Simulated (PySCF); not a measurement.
# C3H4FNO: the cost of one run

The runs use PySCF 2.14.0, with density-fitted response routines of our own; the level of theory stands in each step. All values are computed, except where a source is named. Atoms count from 0, in the outputs and in this text.

### 1 The starting structure

10 atoms, charge 0, multiplicity 1; geometry from: GFN2-xTB. The atoms were then displaced at random by about 0.01 Å, so the start is not that level's minimum.

Bonds of the start (Å): N0–C1 1.34, C1–O2 1.21, C1–C3 1.51, C3–C4 1.29, C4–F5 1.32, N0–H6 1.03, N0–H7 0.98, C3–H8 1.08, C4–H9 1.09.

### 2 Relaxing the molecule at PBE0-D3(BJ)/def2-SVP

Job settings and geometry (Å):

```
{"job": {"xc": "PBE0", "basis": "def2-SVP", "d3": "d3bj", "grid": 1, "shake": 0.01, "kind": "geom"}, "charge": 0, "multiplicity": 1}
N     -1.794140    -0.142980     0.164480
C     -0.600490     0.461030     0.253670
O     -0.463470     1.582970     0.685430
C      0.554410    -0.385380    -0.223510
C      1.759500     0.064710    -0.187860
F      2.801990    -0.642820    -0.592890
H     -2.610270     0.401240     0.465500
H     -1.931570    -1.038090    -0.208430
H      0.301100    -1.370520    -0.574800
H      2.033380     1.048920     0.197360
```

Command:

```bash
$ OMP_NUM_THREADS=1 python probes_run.py task.json out
```

One launch serves the whole session: the jobs run in the order shown.

**Question.** How long does this first job take on 1 thread of Arm Neoverse V1, shared host, and how much memory does it need?

About 43 s, with a peak of 0.43 GiB.
